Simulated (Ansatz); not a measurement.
**NaH₂− (singlet): the correlation ladder at angle H2–Na1–H3 = 161.3°, aug-cc-pVTZ**

The task here is to estimate one member of a computed series from the others.

Computed with Ansatz 0.2.0, Gaussian basis. Level: aug-cc-pVTZ, core rule «outside noble gas», up to 5 orbitals frozen.

Plan: UHF; CCSD(T) on RHF; BCCD(T) on RHF; CCSDT(Q) on RHF; Full CI.

17 further runs of the same task are left out: 7 for a known fault of the program, 8 that didn't finish, 2 set aside as unsound or not needed. Runs told in other sessions of the task aren't counted.

## What is computed

The geometry derives from a PBE0/def2-TZVPD stationary point (not a proven minimum). One angle is set to the value named; bond lengths are kept.

3 atoms, charge -1, spin multiplicity 1.

Atoms are counted from 1 here; the program's logs count them from 0.

Bond lengths: Na1–H2 2.066 Å, Na1–H3 2.066 Å. Angles: H2–Na1–H3 161.3°.

The first run:

Contents of in.yaml:

```yaml
crystal:
  periodic: [false, false, false]
  atoms:
    - {symbol: Na, position_ang: [-0.027056, 0.000000, 0.000000]}
    - {symbol: H, position_ang: [0.308557, 0.000000, -2.038315]}
    - {symbol: H, position_ang: [0.308557, 0.000000, 2.038315]}
basis:
  gaussian: {orbitals: aug-cc-pVTZ}
total_charge: -1
magnetization: {spin_polarized: true, initial_magnetization: 0}
hamiltonian: {xc: hf}
output: {orbitals: {seedname: orbitals}}
```

On the command line:

```sh
$ ansatz run in.yaml --threads 1 --pin off --events-out ev --progress --plain --max-ram 2393MiB
```

Steps of the session up to this table: UHF; CCSD(T) on RHF; BCCD(T) on RHF; CCSDT(Q) on RHF; Full CI.

One table of the session follows, with a row left open; its other results are not shown here.

| method | from FCI (meV) |
| --- | --- |
| RHF | +2014.7 |
| RMP2 | +473.9 |
| RCCSD | +9.4 |
| RCCSD(T) | +3.2 |
| BCCD(T) | +3.0 |
| RCCSDT | +0.4 |
| RCCSDT(Q) | ? |
| FCI | 0 |

Q: Estimate the row for RCCSDT(Q) from the others.

As computed: from FCI (meV): +0.1. In the column «from FCI (meV)» it lies between FCI (0) and RCCSDT (+0.4).
